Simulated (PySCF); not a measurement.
PySCF job for H6Si2, SMILES [SiH3][SiH3] (connectivity only; charge and spin as stated), charge +1, multiplicity 2, IEF-PCM-B3LYP/def2-SVP. The structure is a stationary point at PBE0-D3(BJ)/def2-TZVP. The multiplicity is an assumed one; other spin states were not compared.

```python
import numpy as np
from pyscf import gto, scf, dft
from pyscf.solvent import pcm

mol = gto.M(
    atom='''
    Si    0.00000000    0.00000000   -1.34805580
    Si   -0.00000000   -0.00000000    1.34805580
    H    -1.27465931   -0.71643525   -1.54773305
    H     1.25778078   -0.74566971   -1.54773304
    H     0.01687852    1.46210497   -1.54773304
    H    -1.27465930    0.71643525    1.54773304
    H     1.25778079    0.74566971    1.54773304
    H     0.01687852   -1.46210497    1.54773304
    ''',
    basis='def2-SVP',
    charge=1,
    spin=1,
    max_memory=1600,
    verbose=3,
)
mf = dft.UKS(mol, xc='b3lyp').density_fit(auxbasis='def2-universal-jkfit')
mf.grids.level = 3
mf.conv_tol = 1e-9
mf.max_cycle = 100
mf.kernel()
fine, coarse = mf.grids, dft.Grids(mol).set(level=1).build(with_non0tab=True)
for _ in range(3):  # follow internal instabilities
    mf.grids = coarse
    mo, _, stable, _ = mf.stability(return_status=True, nroots=4)
    mf.grids = fine
    if stable:
        break
    mf.kernel(mf.make_rdm1(mo, mf.mo_occ))
res = {}
for name, eps in {'water': 78.355, 'ethylethanoate': 5.9867, 'n-hexane': 1.8819}.items():
    s = mf.PCM()
    s.with_solvent.method, s.with_solvent.eps, s.with_solvent.lebedev_order = 'IEF-PCM', eps, 29
    s.kernel(mf.make_rdm1())
    res[name] = (s.e_tot, eps, s.dip_moment(), s.mo_energy, s.converged)
    print(f'{name}: electrostatic solvation free energy {(s.e_tot - mf.e_tot) * 627.509474:.3f} kcal/mol')
```

Log of the run:

```

WARN: HOMO -0.239599816175359 >= LUMO -0.239599816175359

converged SCF energy = -582.079905783916  <S^2> = 0.75175771  2S+1 = 2.0017569
<class 'pyscf.df.df_jk.DFUKS'> wavefunction is stable in the internal stability analysis

WARN: PCM is an experimental feature. It is still in testing.
Features and APIs may be changed in the future.

converged SCF energy = -582.167539890165  <S^2> = 0.7517579  2S+1 = 2.0017571

WARN: System has nonzero charge 1; the dipole moment is origin-dependent.
Location of origin: [0. 0. 0.]

Dipole moment(X, Y, Z, Debye): -0.00007,  0.00000,  0.00000
water: electrostatic solvation free energy -54.991 kcal/mol

WARN: PCM is an experimental feature. It is still in testing.
Features and APIs may be changed in the future.

converged SCF energy = -582.153944645692  <S^2> = 0.75175821  2S+1 = 2.0017574

WARN: System has nonzero charge 1; the dipole moment is origin-dependent.
Location of origin: [0. 0. 0.]

Dipole moment(X, Y, Z, Debye): -0.00004,  0.00000,  0.00000
ethylethanoate: electrostatic solvation free energy -46.460 kcal/mol

WARN: PCM is an experimental feature. It is still in testing.
Features and APIs may be changed in the future.

converged SCF energy = -582.121628732963  <S^2> = 0.75175825  2S+1 = 2.0017575

WARN: System has nonzero charge 1; the dipole moment is origin-dependent.
Location of origin: [0. 0. 0.]

Dipole moment(X, Y, Z, Debye): -0.00001,  0.00000,  0.00000
n-hexane: electrostatic solvation free energy -26.182 kcal/mol
```

Self-consistency was reached.
